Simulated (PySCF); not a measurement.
# SiCl₂: structure of the singlet

Aim: relax SiCl₂ as a singlet from a bent start, check by its vibrations whether the end is a minimum, and collect its spectrum and constants.

Program: PySCF 2.14.0. Level of theory: PBE0, basis Si def2-TZVP, Cl def2-TZVP, no relativity, density fitting. These are calculated values, not measurements.

### 1 Starting geometry

3 atoms, charge 0, spin multiplicity 1.

Bond lengths: Si1–Cl2 2.150 Å, Si1–Cl3 2.150 Å. Angles: Cl2–Si1–Cl3 110.0°.

```xyz
3
charge 0 multiplicity 1
Si    0.0000    0.0000    0.0000
Cl    1.7612    0.0000    1.2332
Cl   -1.7612    0.0000    1.2332
```

### 2 First SCF at the start

The steps below are one call of a driver around PySCF. For each, scf.py gives the equivalent set-up of the SCF; relaxations use the driver's own optimiser. After this first run the driver tries any further starts and a stability analysis.

File scf.py:

```python
from pyscf import gto, scf, dft
mol = gto.M(atom='''
Si     0.000000     0.000000     0.000000
Cl     1.761200     0.000000     1.233200
Cl    -1.761200     0.000000     1.233200''',
    basis={'Si': 'def2-TZVP', 'Cl': 'def2-TZVP'},
    charge=0, spin=0)
mf = dft.RKS(mol, xc='PBE0')
mf.grids.atom_grid = (50, 194)
aux = {'Si': 'def2-universal-JKFIT', 'Cl': 'def2-universal-JKFIT'}
mf = mf.density_fit(auxbasis=aux)
mf.conv_tol = 1e-08
mf.diis_space = 10
mf.max_cycle = 60
mf.init_guess = 'minao'
mf.verbose = 4
mf.kernel()
```

Started as:

```bash
$ OMP_NUM_THREADS=2 python axn.py task.json out
```

The runs that follow: Relaxing the singlet from the bent start; Frequencies.

Q: Predict the outcome of this session. Wanted: minimum; geometry; wavenumbers; dipole moment; highest occupied, lowest empty level; polar-tensor charge of Si1; zero-point energy; atomisation energy.

As calculated:

| quantity | value |
| --- | --- |
| minimum | singlet, C2v |
| geometry | Si–Cl 2.078 Å (×2); Cl–Si–Cl 101.4° |
| wavenumbers (cm⁻¹) | 199 (a1), 516 (b2), 522 (a1) |
| dipole moment | 0.87 D |
| highest occupied, lowest empty level | -7.74, -2.86 eV |
| polar-tensor charge of Si1 | +1.08 e |
| zero-point energy | 7.4 kJ/mol |
| entropy at 298.15 K | 281.6 J/(mol K) |
| atomisation energy (no zero-point energy) | 861 kJ/mol |

What this shows: The molecule stays C2v, as typed, and the end point is a minimum. In the infrared the band at 516 cm⁻¹ (b2) leads. Other starts or spin states, not run here, may lie lower.
